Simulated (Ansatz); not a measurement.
## SiH2F2 (SMILES F[SiH2]F): the energy, rung by rung

The species is SiH2F2 (5 atoms), meant as a singlet with charge 0. As SMILES, `F[SiH2]F`. The shape is that of a PBE0-D4/def2-TZVP optimisation.

```xyz
5

F    -1.0790    0.5382    0.9807
Si   -0.0052   -0.0005   -0.0541
F     1.2476   -0.5206    0.7669
H    -0.5905   -1.1387   -0.7863
H     0.4271    1.1217   -0.9073
```

Each level gives the energy change with the F1–Si2 bond stretched from 1.586 to 2.378 Å (eV). The values are calculated.

```tsv
level	kind	program	value (eV)	less FCI/STO-3G	CPU time (all runs)
HF/STO-3G (restricted)	Hartree–Fock	Ansatz	4.92	+1.99	0.2 s
r2SCAN/STO-3G (restricted)	meta-GGA	Ansatz	3.37	+0.44	5.7 s
HSE06/STO-3G (restricted)	range-separated hybrid	Ansatz	3.60	+0.67	2.7 s
wB97X/STO-3G (restricted)	range-separated hybrid	Ansatz	3.79	+0.86	9.5 s
B2PLYP/STO-3G (restricted)	double hybrid	Ansatz	3.65	+0.72	2.7 s
RPA@PBE/STO-3G (restricted)	RPA	Ansatz	2.68	-0.25	3.5 s
MP2/STO-3G (restricted)	perturbation theory	Ansatz	3.87	+0.94	0.29 s
CCSDT/STO-3G (restricted)	coupled cluster or CI	Ansatz	2.93	0.00	1 s
FCI/STO-3G	exact in the basis	Ansatz	2.93	0.00	4.3 s
```

FCI/STO-3G is exact within its basis and frozen core, so for wave-function methods in that basis the difference is their error; functionals converge differently with the basis, so for them it is only a difference. A spin-restricted reference rises too steeply as a bond breaks; here HF/STO-3G, r2SCAN/STO-3G, HSE06/STO-3G, wB97X/STO-3G, B2PLYP/STO-3G, MP2/STO-3G lie well above the multireference or unrestricted value. The first shape isn't each level's own minimum. The values span 2.68 to 4.92 eV. All rows use very small basis sets, so none should be taken for the real molecule's value. Times are those of the runs behind each value, whatever else they computed, on shared processors of several kinds: orders of magnitude only.
